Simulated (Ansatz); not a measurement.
Energy needed to pull apart C4H4O (SMILES C#CCC=O), closed shell, into free ground-state atoms, from the structure below (displaced at random from its PBE0-D4/def2-TZVP minimum); no zero-point or spin–orbit terms; open-shell atoms are treated unrestricted, in their ground-state multiplicity.

```
9
angstrom
C -2.1862 -0.0358 -0.0486
C -1.0786 -0.2713 0.0639
C 0.4153 -0.5436 0.3465
C 1.3827 0.4845 -0.3247
O 2.3599 0.2669 -0.7409
H -3.1922 0.2593 -0.3210
H 0.5881 -1.3622 -0.2282
H 0.5354 -0.6836 1.3529
H 1.0974 1.7267 -0.2453
```

Computed with Ansatz 0.2.0 (basis: def2-TZVPP); correlated methods freeze the cores.

| method | atomization energy (kcal/mol) |
| --- | --- |
| PBE-D4 | 953.3 |
| r2SCAN-D4 | ? |
| PBE0-D4 | 928.2 |
| wB97M-V | ? |
| HF | 649.3 |
| MP2 | 916.8 |
| CCSD | 871.9 |
| CCSD(T) | 889.3 |

(1) What does wB97M-V give? (Judge from chemistry; the value comes from the calculation.)

(2) What does r2SCAN-D4 give? (To be estimated.)

The T1 diagnostic stays at or below 0.013.

## Answers

(1) By the calculation: 922.4 kcal/mol, which is about 33.1 kcal/mol more than CCSD(T)/def2-TZVPP.

(2) The calculation gives: 921.8 kcal/mol, which is about 32.5 kcal/mol more than CCSD(T)/def2-TZVPP.

In triple zeta the MP2 and coupled-cluster atomization energies are still short of their basis limit by a few kcal/mol a bond, whereas those of the functionals are nearly converged, so these differences are not deviations from converged CCSD(T).

For scale, one of the runs: CCSD(T)/def2-TZVPP forces, 211 basis functions (an equivalent command: `ansatz run in.yaml --threads 4`). Time: 9.9 min of wall clock on 4 CPU threads; the host was shared. Peak host memory: 6.2 GiB.
